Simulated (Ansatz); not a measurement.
# BH3S2 (built from SMILES SBS): a barrier at many levels of theory, part 3 of 3

Ansatz 0.2.0, Gaussian basis.

### Step 16. RPA on PBE/def2-TZVPP

The inputs:

r/in.yaml

```yaml
crystal:
  periodic: [false, false, false]
  atoms:
    - {symbol: B, position_ang: [-0.402669, -0.017985, -0.202415]}
    - {symbol: S, position_ang: [0.598867, -0.669210, 1.126001]}
    - {symbol: S, position_ang: [0.198329, 1.220239, -1.336613]}
    - {symbol: H, position_ang: [1.437188, 1.378378, -0.835939]}
    - {symbol: H, position_ang: [-1.518255, -0.393574, -0.376738]}
    - {symbol: H, position_ang: [-0.313460, -1.517849, 1.625604]}
basis:
  gaussian: {orbitals: def2-TZVPP}
hamiltonian: {xc: pbe}
correlation: {method: rpa}
```

ts/in.yaml

```yaml
crystal:
  periodic: [false, false, false]
  atoms:
    - {symbol: B, position_ang: [-0.615705, -0.011024, -0.589296]}
    - {symbol: S, position_ang: [0.753530, -0.871452, 0.584325]}
    - {symbol: S, position_ang: [0.070695, 1.460415, -1.115332]}
    - {symbol: H, position_ang: [1.177293, 0.472272, 0.110218]}
    - {symbol: H, position_ang: [-1.628156, -0.615801, -0.740629]}
    - {symbol: H, position_ang: [0.242343, -0.434410, 1.750613]}
basis:
  gaussian: {orbitals: def2-TZVPP}
hamiltonian: {xc: pbe}
correlation: {method: rpa}
```

p/in.yaml

```yaml
crystal:
  periodic: [false, false, false]
  atoms:
    - {symbol: B, position_ang: [-1.095474, 0.374909, -1.077912]}
    - {symbol: S, position_ang: [0.953337, -1.118242, 1.194755]}
    - {symbol: S, position_ang: [-0.551913, 1.882612, -1.094669]}
    - {symbol: H, position_ang: [1.729879, -0.441384, 0.335181]}
    - {symbol: H, position_ang: [-1.533211, -0.713711, -1.105433]}
    - {symbol: H, position_ang: [0.497382, 0.015814, 1.747979]}
basis:
  gaussian: {orbitals: def2-TZVPP}
hamiltonian: {xc: pbe}
correlation: {method: rpa}
```

Each run has its own folder and the same command.

Command:

```
$ ansatz run in.yaml --threads 2 --pin off --events-out ev --progress --plain --max-ram 4352MiB
```

r printed, shortened:

```text
Functional definition: PBE
  name "PBE"
  cite "Perdew, Burke & Ernzerhof, Phys. Rev. Lett. 77, 3865 (1996) doi:10.1103/PhysRevLett.77.3865"
  parent pbe
[...]
900 factors; integrals over basis functions are off by at most 8.2e-4 eV
[...]
mean field -22387.80261008 eV, -822.7365709227 hartree, gradient 8.5e-7 eV, S^2 0.000000; 0 other end points of the search recorded, 0 dependent functions left out
11 core orbitals not correlated: weight in the atoms' cores, before any rotation towards them, 1.000 or more for the frozen orbitals, at most 0.000 for the correlated occupied ones
reference -22355.32416039 eV, -821.5430099115 hartree; 9, 9 occupied and 137, 137 virtual orbitals, 900 factors
Total energy: -22377.20315787 eV, -822.3470482387 hartree
```

ts printed, shortened:

```text
[... 4 set-up lines as earlier in the session ...]
[...]
904 factors; integrals over basis functions are off by at most 1.1e-3 eV
[...]
mean field -22386.07811710 eV, -822.6731969746 hartree, gradient 2.0e-6 eV, S^2 0.000000; 0 other end points of the search recorded, 0 dependent functions left out
11 core orbitals not correlated: weight in the atoms' cores, before any rotation towards them, 1.000 or more for the frozen orbitals, at most 0.000 for the correlated occupied ones
reference -22352.73038990 eV, -821.4476906038 hartree; 9, 9 occupied and 137, 137 virtual orbitals, 904 factors
Total energy: -22375.24667907 eV, -822.2751489690 hartree
```

p printed, shortened:

```text
[... 4 set-up lines as earlier in the session ...]
[...]
891 factors; integrals over basis functions are off by at most 1.0e-3 eV
[...]
mean field -22386.41387359 eV, -822.6855357980 hartree, gradient 2.9e-6 eV, S^2 0.000000; 0 other end points of the search recorded, 0 dependent functions left out
11 core orbitals not correlated: weight in the atoms' cores, before any rotation towards them, 1.000 or more for the frozen orbitals, at most 0.000 for the correlated occupied ones
reference -22354.22929255 eV, -821.5027742604 hartree; 9, 9 occupied and 137, 137 virtual orbitals, 891 factors
Total energy: -22376.05095011 eV, -822.3047053844 hartree
```

Wall times: 4.2 s (r), 4.4 s (ts), 4 s (p) on 2 threads of Arm Neoverse N1, shared host.

Barrier 45.1 kcal/mol; end less start +26.6 kcal/mol.

### Step 17. CCSD(T)/def2-TZVPP

The same edit goes into each in.yaml of step 16 (r, ts, p):

```diff
-hamiltonian: {xc: pbe}
-correlation: {method: rpa}
+correlation: {method: ccsd_t}
```

The same command starts each run, in its folder.

Command:

```
$ ansatz run in.yaml --threads 2 --pin off --events-out ev --progress --plain --max-ram 4352MiB
```

Output in r, shortened:

```text
Functional definition: HF
  name "HF"
  cite "Fock, Z. Phys. 61, 126 (1930) doi:10.1007/BF01340294"
[... 1 set-up line as earlier in the session ...]
[...]
900 factors; integrals over basis functions are off by at most 8.2e-4 eV
[...]
mean field -22356.36353822 eV, -821.5812063423 hartree, gradient 1.8e-6 eV, S^2 0.000000; 0 other end points of the search recorded, 0 dependent functions left out
11 core orbitals not correlated: weight in the atoms' cores, before any rotation towards them, 1.000 or more for the frozen orbitals, at most 0.000 for the correlated occupied ones
reference -22356.36353822 eV, -821.5812063423 hartree; 9, 9 occupied and 137, 137 virtual orbitals, 900 factors
second order -12.48306989 eV of doubles, -0.00000000 eV of singles
cycle   1  -13.26960814 eV  change   -7.9e-1 eV  update   8.5e-2
[...]
cycle   9  -13.68230478 eV  change   -1.7e-6 eV  update   1.2e-5
perturbative correction -0.64204977 eV, -0.0235948938 hartree
Total energy: -22370.68789277 eV, -822.1076166625 hartree
```

Output in ts, shortened:

```text
[... 4 set-up lines as earlier in the session ...]
[...]
904 factors; integrals over basis functions are off by at most 1.1e-3 eV
[...]
mean field -22353.80426845 eV, -821.4871549128 hartree, gradient 1.6e-6 eV, S^2 0.000000; 0 other end points of the search recorded, 0 dependent functions left out
11 core orbitals not correlated: weight in the atoms' cores, before any rotation towards them, 1.000 or more for the frozen orbitals, at most 0.000 for the correlated occupied ones
reference -22353.80426845 eV, -821.4871549128 hartree; 9, 9 occupied and 137, 137 virtual orbitals, 904 factors
second order -13.11406345 eV of doubles, -0.00000000 eV of singles
cycle   1  -13.65158636 eV  change   -5.4e-1 eV  update   9.9e-2
[...]
cycle  10  -14.11632867 eV  change    1.9e-5 eV  update   1.6e-5
perturbative correction -0.77302148 eV, -0.0284080155 hartree
Total energy: -22368.69361860 eV, -822.0343284385 hartree
```

Output in p, shortened:

```text
[... 4 set-up lines as earlier in the session ...]
[...]
891 factors; integrals over basis functions are off by at most 1.0e-3 eV
[...]
mean field -22355.16738532 eV, -821.5372485340 hartree, gradient 9.1e-6 eV, S^2 0.000000; 0 other end points of the search recorded, 0 dependent functions left out
11 core orbitals not correlated: weight in the atoms' cores, before any rotation towards them, 1.000 or more for the frozen orbitals, at most 0.000 for the correlated occupied ones
reference -22355.16738532 eV, -821.5372485340 hartree; 9, 9 occupied and 137, 137 virtual orbitals, 891 factors
second order -12.43304343 eV of doubles, -0.00000000 eV of singles
cycle   1  -13.17251075 eV  change   -7.4e-1 eV  update   9.6e-2
[...]
cycle   9  -13.63688689 eV  change   -9.2e-7 eV  update   1.5e-5
perturbative correction -0.66670472 eV, -0.0245009466 hartree
Total energy: -22369.47097693 eV, -822.0628958302 hartree
```

Wall times: 23 s (r), 24 s (ts), 23 s (p) on 2 threads of Arm Neoverse N1, shared host; peak memory 1 GiB.

At this level: barrier 46.0 kcal/mol, step energy +28.1 kcal/mol.

### Step 18. MP2/def2-QZVPP

Each input of step 17 (r, ts, p) changes in the same lines:

```diff
-  gaussian: {orbitals: def2-TZVPP}
-correlation: {method: ccsd_t}
+  gaussian: {orbitals: "def2-QZVPP.json"}
+correlation: {method: mp2}
```

The basis file named in the input lies beside it (Basis Set Exchange, JSON).

Each run has its own folder and the same command.

Command:

```
$ ansatz run in.yaml --threads 2 --pin off --events-out ev --progress --plain --max-ram 4352MiB
```

Output in r, shortened:

```text
[... 4 set-up lines as earlier in the session ...]
[...]
1705 factors; integrals over basis functions are off by at most 9.4e-4 eV
[...]
mean field -22357.00075226 eV, -821.6046235260 hartree, gradient 1.9e-6 eV, S^2 0.000000; 0 other end points of the search recorded, 0 dependent functions left out
11 core orbitals not correlated: weight in the atoms' cores, before any rotation towards them, 1.000 or more for the frozen orbitals, at most 0.000 for the correlated occupied ones
reference -22357.00075226 eV, -821.6046235260 hartree; 9, 9 occupied and 267, 267 virtual orbitals, 1705 factors
second order -13.51080139 eV of doubles, -0.00000000 eV of singles
Total energy: -22370.51155365 eV, -822.1011363191 hartree
```

Output in ts, shortened:

```text
[... 4 set-up lines as earlier in the session ...]
[...]
1711 factors; integrals over basis functions are off by at most 7.8e-4 eV
[...]
mean field -22354.44410991 eV, -821.5106686529 hartree, gradient 1.1e-6 eV, S^2 0.000000; 0 other end points of the search recorded, 0 dependent functions left out
11 core orbitals not correlated: weight in the atoms' cores, before any rotation towards them, 1.000 or more for the frozen orbitals, at most 0.000 for the correlated occupied ones
reference -22354.44410991 eV, -821.5106686529 hartree; 9, 9 occupied and 267, 267 virtual orbitals, 1711 factors
second order -14.16309547 eV of doubles, -0.00000000 eV of singles
Total energy: -22368.60720538 eV, -822.0311528112 hartree
```

p printed, shortened:

```text
[... 4 set-up lines as earlier in the session ...]
[...]
1696 factors; integrals over basis functions are off by at most 8.2e-4 eV
[...]
mean field -22355.80106565 eV, -821.5605358565 hartree, gradient 2.6e-6 eV, S^2 0.000000; 0 other end points of the search recorded, 0 dependent functions left out
11 core orbitals not correlated: weight in the atoms' cores, before any rotation towards them, 1.000 or more for the frozen orbitals, at most 0.000 for the correlated occupied ones
reference -22355.80106565 eV, -821.5605358565 hartree; 9, 9 occupied and 267, 267 virtual orbitals, 1696 factors
second order -13.45069889 eV of doubles, -0.00000000 eV of singles
Total energy: -22369.25176454 eV, -822.0548399235 hartree
```

Times: 13 s (r), 15 s (ts), 13 s (p) on 2 threads of Arm Neoverse N1, shared host; peak memory 0.88 GiB.

This gives 43.9 kcal/mol for the barrier and +29.1 kcal/mol for the step.

### Step 19. Vibrations of the start structure

The input, vib-r/in.yaml:

```yaml
crystal:
  periodic: [false, false, false]
  atoms:
    - {symbol: B, position_ang: [-0.402669, -0.017985, -0.202415]}
    - {symbol: S, position_ang: [0.598867, -0.669210, 1.126001]}
    - {symbol: S, position_ang: [0.198329, 1.220239, -1.336613]}
    - {symbol: H, position_ang: [1.437188, 1.378378, -0.835939]}
    - {symbol: H, position_ang: [-1.518255, -0.393574, -0.376738]}
    - {symbol: H, position_ang: [-0.313460, -1.517849, 1.625604]}
basis:
  gaussian: {orbitals: def2-TZVP}
hamiltonian: {xc: pbe0, dispersion: d4}
phonons: {temperatures: {t_min: 298.15, t_max: 900, t_step: 200}}
```

Command:

```
$ ansatz run in.yaml --threads 2 --pin off --events-out ev --progress --plain --max-ram 4352MiB
```

What it wrote, shortened:

```text
[... 5 set-up lines as earlier in the session ...]
[...]
843 factors; their error is unknown
[...]
mean field -22389.74715484 eV, -822.8080316247 hartree, gradient 1.7e-5 eV, S^2 0.000000; 0 other end points of the search recorded, 0 dependent functions left out
[...]
Atom 3 at     1.437188     1.378378    -0.835939 Å, force     0.000178     0.000117    -0.000058 eV/Å
Atom 4 at    -1.518255    -0.393574    -0.376738 Å, force     0.000121     0.000334    -0.000369 eV/Å
Atom 5 at    -0.313460    -1.517849     1.625604 Å, force     0.000837     0.000575    -0.000323 eV/Å
Dipole moment:     0.012591    -0.103486     0.129717 e Å
Vibrations: 237.13 368.10 435.44 634.84 794.28 807.68 865.65 938.74 1126.72 2669.03 2691.25 2716.02 cm⁻¹, zero-point energy 0.885550 eV
```

Run time: 72 s. Hardware: 2 threads of Arm Neoverse N1, shared host.

The modes, with what each moves most:

```tsv
mode	wavenumber (cm⁻¹)	character
1	237	bend
2	368	torsion
3	435	torsion
4	635	B–S stretch
5	794	bend
6	808	torsion
7	866	B–S stretch with bend
8	939	bend
9	1127	bend
10	2669	B–H stretch
11	2691	S–H stretch
12	2716	S–H stretch
```

Vibrational sums (real modes only):

```tsv
T (K)	entropy (J/mol/K)	heat capacity (J/mol/K)
298	20.5	34.4
498	43.3	54.1
698	63.5	65.4
898	81.0	73.2
```

### Step 20. Vibrations of the end structure

The input, vib-p/in.yaml:

```yaml
crystal:
  periodic: [false, false, false]
  atoms:
    - {symbol: B, position_ang: [-1.095474, 0.374909, -1.077912]}
    - {symbol: S, position_ang: [0.953337, -1.118242, 1.194755]}
    - {symbol: S, position_ang: [-0.551913, 1.882612, -1.094669]}
    - {symbol: H, position_ang: [1.729879, -0.441384, 0.335181]}
    - {symbol: H, position_ang: [-1.533211, -0.713711, -1.105433]}
    - {symbol: H, position_ang: [0.497382, 0.015814, 1.747979]}
basis:
  gaussian: {orbitals: def2-TZVP}
hamiltonian: {xc: pbe0, dispersion: d4}
phonons: {temperatures: {t_min: 298.15, t_max: 900, t_step: 200}}
```

Command:

```
$ ansatz run in.yaml --threads 2 --pin off --events-out ev --progress --plain --max-ram 4352MiB
```

What it wrote, shortened:

```text
[... 5 set-up lines as earlier in the session ...]
[...]
843 factors; their error is unknown
[...]
mean field -22388.28362865 eV, -822.7542480290 hartree, gradient 5.7e-5 eV, S^2 0.000000; 0 other end points of the search recorded, 0 dependent functions left out
[...]
Atom 3 at     1.729879    -0.441384     0.335181 Å, force    -0.000343    -0.000341     0.000363 eV/Å
Atom 4 at    -1.533211    -0.713711    -1.105433 Å, force    -0.000858    -0.000980    -0.000206 eV/Å
Atom 5 at     0.497382     0.015814     1.747979 Å, force     0.000242    -0.000618    -0.000285 eV/Å
Dipole moment:    -0.028786    -0.112185     0.011851 e Å
Vibrations: 49.11 59.75 99.82 168.64 188.48 720.46 730.08 1195.29 1204.43 2724.72 2738.59 2845.95 cm⁻¹, zero-point energy 0.788868 eV
```

Run time: 71 s. Hardware: 2 threads of Arm Neoverse N1, shared host.

Wavenumbers and character of the modes:

```tsv
mode	wavenumber (cm⁻¹)	character
1	49	not assigned (largely outside the bonds, angles and torsions drawn)
2	60	not assigned (largely outside the bonds, angles and torsions drawn)
3	100	not assigned (largely outside the bonds, angles and torsions drawn)
4	169	not assigned (largely outside the bonds, angles and torsions drawn)
5	188	not assigned (largely outside the bonds, angles and torsions drawn)
6	720	bend
7	730	bend
8	1195	B–S stretch
9	1204	bend
10	2725	S–H stretch
11	2739	S–H stretch
12	2846	B–H stretch
```

Vibrational sums (real modes only):

```tsv
T (K)	entropy (J/mol/K)	heat capacity (J/mol/K)
298	75.8	48.6
498	103.6	60.0
698	125.2	68.1
898	143.1	74.6
```

Modes under 50 cm⁻¹ weigh heavily in the entropy, and the harmonic picture is poor for them.

### Step 21. The ladder

The basis limit takes Hartree-Fock with exponent 7.88 and MP2 correlation with exponent 2.97 from the triple- and quadruple-zeta runs, and adds the coupled-cluster step over MP2 from triple zeta. Where a quadruple-zeta run was CCSD(T), only its Hartree-Fock and MP2 parts are used.

Rows are in def2-TZVPP; times add the 3 runs of a level on a shared host, so small differences are noise.

The saddle's own vibrations were run with its search: 884i cm⁻¹, zero-point energy 0.773 eV.

The barrier:

Differences are taken before rounding.

```tsv
method	rung	barrier (kcal/mol)	from CCSD(T)/CBS (kcal/mol)	time
SPW92	LDA	37.2	-7.9	4 s
PBE-D4	GGA	39.6	-5.4	6.7 s
BLYP-D4	GGA	41.8	-3.3	7 s
r2SCAN-D4	meta-GGA	43.2	-1.9	15 s
B97M-V	meta-GGA	46.0	+1.0	32 s
PBE0-D4	hybrid	43.9	-1.1	9.2 s
B3LYP-D4	hybrid	45.2	+0.2	9.4 s
r2SCAN0-D4	hybrid	45.9	+0.9	18 s
BHLYP-D4	hybrid	50.5	+5.4	9.7 s
CAM-B3LYP-D4	range-separated hybrid	47.8	+2.8	11 s
wB97X-V	range-separated hybrid	48.4	+3.4	27 s
wB97M-V	range-separated hybrid	46.5	+1.4	30 s
B2PLYP	double hybrid	45.6	+0.5	15 s
PBE-QIDH	double hybrid	46.2	+1.1	16 s
RPA on PBE	RPA	45.1	+0.1	13 s
Hartree-Fock	wavefunction	59.0	+14.0	
MP2	wavefunction	44.5	-0.6	
CCSD	wavefunction	49.0	+3.9	
CCSD(T)	wavefunction	46.0	+0.9	70 s
CCSD(T)/CBS		45.1	0	1.8 min
```

Among the levels timed on like hardware and quicker than the yardstick, those that no quicker one beats, quickest first: SPW92 (4 s, -7.9 kcal/mol); PBE-D4 (6.7 s, -5.4 kcal/mol); BLYP-D4 (7 s, -3.3 kcal/mol); PBE0-D4 (9.2 s, -1.1 kcal/mol); B3LYP-D4 (9.4 s, +0.2 kcal/mol); RPA on PBE (13 s, +0.1 kcal/mol).

For cost: RPA on PBE gets within 0.1 kcal/mol in 13 s, where CCSD(T)/CBS took 1.8 min; the quickest level in the cost chart, SPW92, takes 4 s and misses by 7.9 kcal/mol.

The step energy:

Differences are taken before rounding.

```tsv
method	rung	step energy (kcal/mol)	from CCSD(T)/CBS (kcal/mol)
SPW92	LDA	38.2	+9.6
PBE-D4	GGA	32.4	+3.8
BLYP-D4	GGA	27.3	-1.3
r2SCAN-D4	meta-GGA	32.4	+3.9
B97M-V	meta-GGA	30.6	+2.1
PBE0-D4	hybrid	34.0	+5.4
B3LYP-D4	hybrid	29.2	+0.7
r2SCAN0-D4	hybrid	33.6	+5.1
BHLYP-D4	hybrid	31.0	+2.5
CAM-B3LYP-D4	range-separated hybrid	30.6	+2.1
wB97X-V	range-separated hybrid	32.3	+3.8
wB97M-V	range-separated hybrid	30.0	+1.5
B2PLYP	double hybrid	28.3	-0.2
PBE-QIDH	double hybrid	33.3	+4.7
RPA on PBE	RPA	26.6	-2.0
Hartree-Fock	wavefunction	27.6	-1.0
MP2	wavefunction	28.7	+0.2
CCSD	wavefunction	28.6	+0.1
CCSD(T)	wavefunction	28.1	-0.5
CCSD(T)/CBS		28.6	0
```

### Step 22. Summary of results

The summary covers parts 1 to 3.

```
                          quantity           value
              barrier, CCSD(T)/CBS   45.1 kcal/mol
      reverse barrier, CCSD(T)/CBS   16.5 kcal/mol
          step energy, CCSD(T)/CBS  +28.6 kcal/mol
    barrier with zero-point energy   42.5 kcal/mol
step energy with zero-point energy  +26.3 kcal/mol
      imaginary mode at the saddle       884i cm⁻¹
             largest T1 diagnostic           0.018
```

What this shows: B3LYP-D4 is the best functional here (+0.2 kcal/mol from CCSD(T)/CBS); SPW92 is the worst (-7.9 kcal/mol). Mean unsigned error by rung: LDA 7.9, GGA 4.4, meta-GGA 1.4, hybrid 1.9, range-separated hybrid 2.5, double hybrid 0.8 kcal/mol. PBE-D4 gives a barrier 5.4 kcal/mol too low, outside chemical accuracy (1 kcal/mol). The barrier rises with the share of exact exchange, from BLYP-D4 through B3LYP-D4 to BHLYP-D4 (-3.3, +0.2, +5.4 kcal/mol). Hartree-Fock, with no correlation, is off by +14.0 kcal/mol. Zero-point motion lowers the barrier by 2.6 kcal/mol.
